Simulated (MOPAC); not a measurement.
MOPAC input (MNDO):

```
MNDO 1SCF CHARGE=1 GEO-OK AUX(PRECISION=9) THREADS=1
C2H7O

C     1.24148412 1   -0.38487645 1   -0.02448150 1
C     0.13162726 1    0.61399813 1   -0.00546734 1
O    -1.21553909 1   -0.18225276 1   -0.04318967 1
H    -2.01707153 1    0.37302904 1   -0.00729226 1
H     0.07373152 1    1.22038304 1    0.89478114 1
H     0.04921562 1    1.21477509 1   -0.90633540 1
H     2.17782210 1    0.17928470 1   -0.03733501 1
H     1.25514759 1   -1.00629661 1    0.87265789 1
H     1.21308039 1   -1.00752305 1   -0.91762756 1
H    -1.26628133 1   -0.89036033 1    0.62636158 1
```

Output:

```
 *******************************************************************************
 **                                                                           **
 **                              MOPAC v23.2.5                                **
 **                                                                           **
 *******************************************************************************
 ** MOPAC's Digital Object Identifier: https://doi.org/10.5281/zenodo.6511958 **
 **                                                                           **
 ** Please cite the open-source release paper for use of this MOPAC version:  **
 ** J. E. Moussa and J. J. P. Stewart (2026)                                  **
 ** MOPAC: An open-source semiempirical molecular orbital program             **
 ** J. Open Source Softw., 11(119), 8025, https://doi.org/10.21105/joss.08025 **
 *******************************************************************************

                              MNDO CALCULATION RESULTS

 *******************************************************************************
 *  MNDO       - The MNDO Hamiltonian to be used
 *  GEO-OK     - OVERRIDE INTERATOMIC DISTANCE AND OTHER SAFETY CHECKS
 *
 *
 *
 *                 CHARGE ON SYSTEM = +1
 *
 *
 *
 *  1SCF       - DO 1 SCF AND THEN STOP
 *  AUX        - OUTPUT AUXILIARY INFORMATION
 *******************************************************************************
MNDO 1SCF CHARGE=1 GEO-OK AUX(PRECISION=9) THREADS=1
 C2H7O

   ATOM   CHEMICAL          X               Y               Z
  NUMBER   SYMBOL      (ANGSTROMS)     (ANGSTROMS)     (ANGSTROMS)

     1       C          1.24148412  *  -0.38487645  *  -0.02448150  *
     2       C          0.13162726  *   0.61399813  *  -0.00546734  *
     3       O         -1.21553909  *  -0.18225276  *  -0.04318967  *
     4       H         -2.01707153  *   0.37302904  *  -0.00729226  *
     5       H          0.07373152  *   1.22038304  *   0.89478114  *
     6       H          0.04921562  *   1.21477509  *  -0.90633540  *
     7       H          2.17782210  *   0.17928470  *  -0.03733501  *
     8       H          1.25514759  *  -1.00629661  *   0.87265789  *
     9       H          1.21308039  *  -1.00752305  *  -0.91762756  *
    10       H         -1.26628133  *  -0.89036033  *   0.62636158  *

          CARTESIAN COORDINATES

    NO.       ATOM           X           Y           Z

     1         C          1.2415     -0.3849     -0.0245
     2         C          0.1316      0.6140     -0.0055
     3         O         -1.2155     -0.1823     -0.0432
     4         H         -2.0171      0.3730     -0.0073
     5         H          0.0737      1.2204      0.8948
     6         H          0.0492      1.2148     -0.9063
     7         H          2.1778      0.1793     -0.0373
     8         H          1.2551     -1.0063      0.8727
     9         H          1.2131     -1.0075     -0.9176
    10         H         -1.2663     -0.8904      0.6264

  H: (MNDO): M.J.S. DEWAR, W. THIEL, J. AM. CHEM. SOC., 99, 4899, (1977)
  C: (MNDO): M.J.S. DEWAR, W. THIEL, J. AM. CHEM. SOC., 99, 4899, (1977)
  O: (MNDO): M.J.S. DEWAR, W. THIEL, J. AM. CHEM. SOC., 99, 4899, (1977)

           Empirical Formula: C2 H7 O  =    10 atoms

      MOLECULAR POINT GROUP   :   C1

      RHF CALCULATION, NO. OF DOUBLY OCCUPIED LEVELS = 10

 -------------------------------------------------------------------------------
 MNDO 1SCF CHARGE=1 GEO-OK AUX(PRECISION=9) THREADS=1
 C2H7O

     1SCF WAS SPECIFIED, SO BFGS WAS NOT USED
     SCF FIELD WAS ACHIEVED

                              MNDO CALCULATION
                                                       MOPAC v23.2.5 Linux

          FINAL HEAT OF FORMATION =        131.82250 KCAL/MOL =     551.54536 KJ/MOL

          COSMO AREA              =         90.95 SQUARE ANGSTROMS
          COSMO VOLUME            =         72.36 CUBIC ANGSTROMS

          IONIZATION POTENTIAL    =         18.496673 EV
          HOMO LUMO ENERGIES (EV) =        -18.497 -5.128
          NO. OF FILLED LEVELS    =         10
          MOLECULAR WEIGHT        =         47.0767         POINT GROUP:  C1

          MOLECULAR DIMENSIONS (Angstroms)

            Atom       Atom       Distance
            H     7    H     4     4.19947
            H     9    H     5     2.82389
            H     8    H     6     2.75754

          SCF CALCULATIONS        =          1

   ATOM   CHEMICAL          X               Y               Z
  NUMBER   SYMBOL      (ANGSTROMS)     (ANGSTROMS)     (ANGSTROMS)

     1       C          1.24148412  *  -0.38487645  *  -0.02448150  *
     2       C          0.13162726  *   0.61399813  *  -0.00546734  *
     3       O         -1.21553909  *  -0.18225276  *  -0.04318967  *
     4       H         -2.01707153  *   0.37302904  *  -0.00729226  *
     5       H          0.07373152  *   1.22038304  *   0.89478114  *
     6       H          0.04921562  *   1.21477509  *  -0.90633540  *
     7       H          2.17782210  *   0.17928470  *  -0.03733501  *
     8       H          1.25514759  *  -1.00629661  *   0.87265789  *
     9       H          1.21308039  *  -1.00752305  *  -0.91762756  *
    10       H         -1.26628133  *  -0.89036033  *   0.62636158  *

                             CARTESIAN COORDINATES

   1    C        1.241484120    -0.384876450    -0.024481500
   2    C        0.131627260     0.613998130    -0.005467340
   3    O       -1.215539090    -0.182252760    -0.043189670
   4    H       -2.017071530     0.373029040    -0.007292260
   5    H        0.073731520     1.220383040     0.894781140
   6    H        0.049215620     1.214775090    -0.906335400
   7    H        2.177822100     0.179284700    -0.037335010
   8    H        1.255147590    -1.006296610     0.872657890
   9    H        1.213080390    -1.007523050    -0.917627560
  10    H       -1.266281330    -0.890360330     0.626361580

           Empirical Formula: C2 H7 O  =    10 atoms

      MOLECULAR POINT GROUP   :   C1

                  EIGENVALUES
 -50.51839 -40.38100 -30.74695 -27.58824 -24.79201 -22.51234 -20.69146 -19.63651
 -18.92021 -18.49667  -5.12781  -2.52557  -2.16558  -2.04856  -1.43108  -1.12954
  -0.70503  -0.63310   0.89095

              NET ATOMIC CHARGES AND DIPOLE CONTRIBUTIONS

  ATOM NO.   TYPE          CHARGE      No. of ELECS.   s-Pop       p-Pop
    1          C          -0.041920        4.0419     1.21344     2.82848
    2          C           0.215450        3.7846     1.26400     2.52055
    3          O          -0.111956        6.1120     1.72376     4.38819
    4          H           0.305957        0.6940     0.69404
    5          H           0.066440        0.9336     0.93356
    6          H           0.086977        0.9130     0.91302
    7          H           0.076146        0.9239     0.92385
    8          H           0.042396        0.9576     0.95760
    9          H           0.058811        0.9412     0.94119
   10          H           0.301701        0.6983     0.69830
 DIPOLE           X         Y         Z       TOTAL
 POINT-CHG.    -2.672     0.550     0.784     2.838
 HYBRID        -0.624     0.103     0.569     0.851
 SUM           -3.296     0.653     1.354     3.622

          ATOMIC ORBITAL ELECTRON POPULATIONS

     Atom    s        px        py        pz
    1  C   1.21344   0.91572   0.93388   0.97889
    2  C   1.26400   0.66003   0.87285   0.98768
    3  O   1.72376   1.30480   1.38867   1.69473
    4  H   0.69404
    5  H   0.93356
    6  H   0.91302
    7  H   0.92385
    8  H   0.95760
    9  H   0.94119
   10  H   0.69830

 **********************
 *                    *
 * JOB ENDED NORMALLY *
 *                    *
 **********************

 == MOPAC DONE ==
```

The dipole moment of an ion depends on the origin.
